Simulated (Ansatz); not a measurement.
Total energies of C3H6OS, SMILES `CCSC=O`.

```xyz
11

C     0.2133   -1.3021   -0.5918
C     0.9130   -0.0622   -0.0740
S     0.0908    1.4747   -0.5503
C    -1.1448    1.5596    0.6886
O    -1.3078    0.7741    1.5809
H     0.7701   -2.1955   -0.2965
H     0.1401   -1.2903   -1.6808
H    -0.7924   -1.3784   -0.1775
H     1.9281    0.0239   -0.4664
H     0.9651   -0.0610    1.0160
H    -1.7756    2.4572    0.5519
```

The species carries charge 0 and has multiplicity 1. All single points use the PBE0-D4/def2-TZVP geometry. It is one conformer, not always the lowest. Basis def2-TZVPP, the Gaussian-basis code of Ansatz.

RPA on PBE orbitals: Hartree–Fock energy of these orbitals -589.51275 Eh, correlation -1.49371 Eh (frozen core).

```tsv
functional	energy without D4 (Eh)	D4 term (kJ/mol)
LDA (SPW92)	-588.42594	–
PBE	-591.03065	-22.2
revPBE	-591.31034	-73.1
BLYP	-591.36608	-49.8
r2SCAN	-591.30222	-5.5
B97M-V	-591.31690	–
PBE0	-591.07296	-18.7
r2SCANh	-591.28894	-5.8
HSE06 (plane-wave form)	-591.05527	-17.3
LC-ωPBE	-591.19759	–
ωB97X-V	-591.31527	–
ωB97M-V	-591.33048	–
B2PLYP	-591.15127	–
PBE-QIDH	-590.95706	–
```

Task: Give the same for B3LYP, r2SCAN0, BHLYP, CAM-B3LYP. (An estimate is asked.)

Result: Computed: 
```csv
functional,energy without D4 (Eh),D4 term (kJ/mol)
B3LYP,-591.45954,-35.8
r2SCAN0,-591.27039,-6.4
BHLYP,-591.31627,-25.7
CAM-B3LYP,-591.35239,-18.7
```

B3LYP takes the VWN-RPA correlation (the form of Gaussian; ORCA's B3LYP/G). HSE06 is the plane-wave form, built on full-range PBE exchange. The double hybrids freeze the cores in their second-order part.

LC-ωPBE has ω = 0.4 bohr⁻¹.
